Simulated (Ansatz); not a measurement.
# Si₂P+ (triplet): from Hartree-Fock to the top rungs, def2-QZVPP

An exercise on one series of results from a longer session: the logs are not shown, and one member is left open.

Method: def2-QZVPP, core rule «outside noble gas», up to 15 orbitals frozen; program: Ansatz 0.2.0, Gaussian basis.

To be run: UHF; ROHF; CCSD(T) on UHF.

5 further runs of the same task are left out: 1 that didn't finish, 4 set aside as unsound or not needed.

## The geometry

The geometry is a PBE0/def2-TZVP stationary point (not a proven minimum) of the parent state, kept for this charge and spin.

3 atoms, charge 1, spin multiplicity 3.

Atoms are counted from 1 here; the program's logs count them from 0.

Bond lengths: Si1–P2 2.098 Å, P2–Si3 2.098 Å. Angles: Si1–P2–Si3 117.5°.

Set-up of the first run:

Input file in.yaml:

```yaml
crystal:
  periodic: [false, false, false]
  atoms:
    - {symbol: Si, position_ang: [0.000000, -0.386578, 1.794001]}
    - {symbol: P, position_ang: [0.000000, 0.701061, 0.000000]}
    - {symbol: Si, position_ang: [0.000000, -0.386578, -1.794001]}
basis:
  gaussian: {orbitals: "def2-QZVPP.json"}
total_charge: 1
magnetization: {spin_polarized: true, initial_magnetization: 2}
hamiltonian: {xc: hf}
output: {orbitals: {seedname: orbitals}}
```

Command:

```sh
ansatz run in.yaml --threads 1 --pin off --events-out ev --progress --plain --max-ram 2393MiB
```

Steps of the session up to this table: UHF; ROHF; CCSD(T) on UHF.

One table of the session follows, with a row left open; its other results are not shown here.

It belongs to the step «Misses and costs». 

```
  method  from UCCSD(T) (meV)
    ROHF              +9734.7
     UHF              +9515.8
    UMP2                    ?
   UCCSD               +606.7
UCCSD(T)                    0
```

**Question.** Estimate the row for UMP2.

**Answer.** from UCCSD(T) (meV): +1647.8. In the column «from UCCSD(T) (meV)» it lies between UCCSD (+606.7) and UHF (+9515.8).
